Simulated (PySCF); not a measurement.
allene (C₃H₄), SMILES C=C=C.

Coordinates come from a PBE0-D3(BJ)/def2-TZVP optimisation.

Computed with PySCF with B3LYP/def2-TZVPD.

Symmetry labels are those of the subgroup D2 that the program uses (full group D2d).

Computed valence orbital energies around the gap with their symmetry:
```csv
orbital,symmetry,energy (eV)
HOMO−7,A,-21.72
HOMO−6,B1,-19.35
HOMO−5,A,-14.35
HOMO−4,B1,-12.53
HOMO−3,B2,-12.26
HOMO−2,B3,-12.26
HOMO−1,B2,-7.51
HOMO,B3,-7.51
LUMO,B2,0.00
LUMO+1,B3,0.00
LUMO+2,A,0.17
LUMO+3,B1,0.92
```
